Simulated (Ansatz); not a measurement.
A made-up structure of CH$_{3}$AlN, doublet:

```json
{"atom": "C1", "x (Å)": "-0.8599", "y (Å)": "-0.1711", "z (Å)": "-0.7581"}
{"atom": "N2", "x (Å)": "0.1458", "y (Å)": "0.1097", "z (Å)": "-0.0781"}
{"atom": "Al3", "x (Å)": "1.6122", "y (Å)": "0.5888", "z (Å)": "0.7425"}
{"atom": "H4", "x (Å)": "-0.9167", "y (Å)": "-1.0760", "z (Å)": "-1.3817"}
{"atom": "H5", "x (Å)": "2.8932", "y (Å)": "1.3948", "z (Å)": "0.6015"}
{"atom": "H6", "x (Å)": "1.7766", "y (Å)": "0.0844", "z (Å)": "2.2489"}
```

It is relaxed with PBE-D4/def2-SVP and then PBE0-D4/def2-TZVP (Ansatz 0.2.0). Atoms count as bonded within 1.22 times the sum of their covalent radii (H–H: 0.88 Å). The end point is not checked to be a true minimum.

**Question.** Does its bonding change? (A judgement: the text doesn't fix the answer.)

**Answer.** The calculation gives: No: no bond forms or breaks.

Where it ends: The first stage lowers the energy by 0.57 eV in 10 steps. It ends as CH₃AlN ([CH][N][AlH2]):
```csv
atom,x (Å),y (Å),z (Å)
C1,-0.7146,-0.1500,-0.7350
N2,0.2764,0.0627,-0.0857
Al3,1.6535,0.5431,0.9387
H4,-0.9556,-0.9786,-1.4196
H5,2.7438,1.4560,0.2596
H6,1.6478,-0.0027,2.4169
```

Labels in which every atom is bracketed show which atoms are joined, not bond orders.

For scale, one of the runs: PBE0-D4/def2-TZVP relaxation, 117 basis functions, launched by `ansatz run in.yaml --threads 2 --pin off --events-out ev --progress --plain --max-ram 4352MiB`. The run took about 18 s on 2 CPU threads of an Intel Xeon Platinum 8259CL (shared host).
